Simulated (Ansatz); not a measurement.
Input file for C6H8 (`C=C1C=CCC1`):

```yaml
crystal:
  periodic: [false, false, false]
  atoms:
    - {symbol: C, position_ang: [-0.888211, -1.992136, -0.108014]}
    - {symbol: C, position_ang: [-0.285305, -0.807933, -0.004095]}
    - {symbol: C, position_ang: [0.998597, -0.546502, 0.628241]}
    - {symbol: C, position_ang: [1.319684, 0.747624, 0.562870]}
    - {symbol: C, position_ang: [0.272998, 1.556865, -0.138561]}
    - {symbol: C, position_ang: [-0.801575, 0.520041, -0.519083]}
    - {symbol: H, position_ang: [-1.849502, -2.100983, -0.597198]}
    - {symbol: H, position_ang: [-0.433424, -2.889375, 0.295777]}
    - {symbol: H, position_ang: [1.599592, -1.322064, 1.087547]}
    - {symbol: H, position_ang: [2.226933, 1.184231, 0.963852]}
    - {symbol: H, position_ang: [-0.121133, 2.345274, 0.511665]}
    - {symbol: H, position_ang: [0.687029, 2.067816, -1.014483]}
    - {symbol: H, position_ang: [-0.957677, 0.479448, -1.599260]}
    - {symbol: H, position_ang: [-1.767994, 0.757707, -0.069270]}
basis:
  gaussian: {orbitals: def2-SVP}
correlation: {method: ccsd_t}
```

```sh
$ ansatz run in.yaml --threads 4 --pin off --events-out ev --progress --plain --max-ram 10444MiB
```

Output of Ansatz, abridged:

```
Functional definition: HF
1287 factors; integrals over basis functions are off by at most 1.5e-3 eV
mean field evaluation 1: about -6300.4648 eV, gradient 3.2e1 eV
mean field evaluation 2: about -6300.4749 eV, gradient 3.2e1 eV
mean field evaluation 4: about -6303.8141 eV, gradient 3.7e0 eV
mean field evaluation 8: about -6303.8610 eV, gradient 4.2e-4 eV
mean field -6303.86095277 eV, -231.6626171037 hartree, gradient 2.2e-6 eV, S^2 0.000000; 0 other end points of the search recorded, 0 dependent functions left out; unrestricted orbitals would lower it
6 core orbitals not correlated: weight in the atoms' cores, before any rotation towards them, 1.000 or more for the frozen orbitals, at most 0.000 for the correlated occupied ones
reference -6303.86095277 eV, -231.6626171037 hartree; 16, 16 occupied and 102, 102 virtual orbitals, 1287 factors
second order -21.79046835 eV of doubles, -0.00000000 eV of singles
cycle   1  -22.62992267 eV  change   -8.4e-1 eV  update   1.0e-1
cycle   2  -23.24598563 eV  change   -6.2e-1 eV  update   3.4e-2
cycle   3  -23.37557437 eV  change   -1.3e-1 eV  update   1.5e-2
cycle   4  -23.37754717 eV  change   -2.0e-3 eV  update   4.9e-3
cycle   5  -23.37869146 eV  change   -1.1e-3 eV  update   2.0e-3
cycle   6  -23.37883980 eV  change   -1.5e-4 eV  update   6.1e-4
cycle   7  -23.37862831 eV  change    2.1e-4 eV  update   2.9e-4
cycle   8  -23.37863582 eV  change   -7.5e-6 eV  update   1.1e-4
cycle   9  -23.37862667 eV  change    9.2e-6 eV  update   4.6e-5
cycle  10  -23.37860585 eV  change    2.1e-5 eV  update   1.5e-5
perturbative correction -0.89735102 eV, -0.0329770416 hartree
Total energy: -6328.13690964 eV, -232.5547420639 hartree
```

Run time 7.5 s (4 threads of an Intel Xeon Platinum 8488C on a shared host); peak host memory 0.83 GiB.

The correlation energy is -24.276 eV, 3.7 % of it from (T); the T1 diagnostic reads 0.0104.
